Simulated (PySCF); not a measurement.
**EPR parameters of 4-cyanopyridine radical anion**

4-cyanopyridine radical anion, C₆H₄N₂ (charge -1 and doublet state).
Bonds: N1–C2 (triple), C2–C3, C3–C4 (aromatic), C4–C5 (aromatic), C5–N6 (aromatic), N6–C7 (aromatic), C7–C8 (aromatic), C3–C8 (aromatic). Hydrogens: H9 on C4; H10 on C5; H11 on C7; H12 on C8.

The species is `n1ccc(C#N)cc1` (4-cyanopyridine radical anion) [SMILES of the parent framework; charge -1 and doublet state].

Computed, not measured: UKS B3LYP, IGLO-III on C N, pcH-1 on H, non-relativistic, mean-field spin-orbit, GIAO (PySCF). Isolated species at its PBE0-D3(BJ)/def2-SVP geometry, gas phase. Whether the extra electron is bound in the gas phase wasn't checked; a finite basis holds it in any case. The geometry's basis has no diffuse functions, a weakness for an anion. Stability of the SCF solution: not tested. No frequencies were computed at this geometry's level, so the symmetric structure isn't shown to be a minimum.

- g1, g2, g3: 2.00213, 2.00276, 2.00380
- g_iso: 2.00290
- Form of g: rhombic: the two nearest values differ by 38 % of g3 − g1
- ⟨S²⟩: 0.7596 (exact 0.7500)
- α and β electrons: 28, 27
- HOMO–LUMO gap, α and β orbitals: 2.80, 5.44 eV

Isotropic coupling and dipolar principal values T1 to T3, in 10⁻⁴ cm⁻¹; ρ(0) is the spin density at the nucleus (1 × 10⁻⁴ cm⁻¹ = 2.998 MHz):

```csv
atom,isotope,a_iso,T1,T2,T3,Mulliken spin population,ρ(0) (bohr⁻³)
N1,14N,2.2,-3.6,-3.0,6.6,0.24,0.0201
C2,13C,-8.5,-2.4,1.1,1.3,-0.06,-0.0227
C3,13C,6.0,-9.2,-8.8,18.1,0.32,0.0161
C4,13C,-0.7,-3.1,-2.8,5.9,0.12,-0.0019
C5,13C,-4.0,-0.6,0.3,0.3,-0.01,-0.0108
N6,14N,4.5,-4.9,-4.8,9.7,0.31,0.0415
C7,13C,-4.0,-0.6,0.3,0.3,-0.01,-0.0108
C8,13C,-0.7,-3.1,-2.8,5.9,0.12,-0.0019
H9,1H,-2.8,-1.4,-0.6,1.9,-0.01,-0.0019
H10,1H,-1.0,-0.8,-0.3,1.1,0.00,-0.0006
H11,1H,-1.0,-0.8,-0.3,1.1,0.00,-0.0006
H12,1H,-2.8,-1.4,-0.6,1.9,-0.01,-0.0019
```

The Mulliken spin populations are largest on C3 (+0.32), N6 (+0.31), N1 (+0.24) and C8 (+0.12). Three atoms exceed +0.15.

Axes: g1 is normal to the molecular plane and g2 points within 1° of the C2–C3 bond.

Under fast tumbling the dipolar parts average out, and these isotropic splittings remain: 1 × 14N (N6, I = 1, 3 lines) with 0.48 mT, 2 × 1H (H9/H12, I = 1/2, 3 lines) with 0.30 mT, 1 × 14N (N1, I = 1, 3 lines) with 0.23 mT and 2 × 1H (H10/H11, I = 1/2, 3 lines) with 0.10 mT.

The 13C coupling of C2 (-25.5 MHz) shows only in satellite lines or after enrichment, since that isotope makes up about 1.07 % of natural carbon.
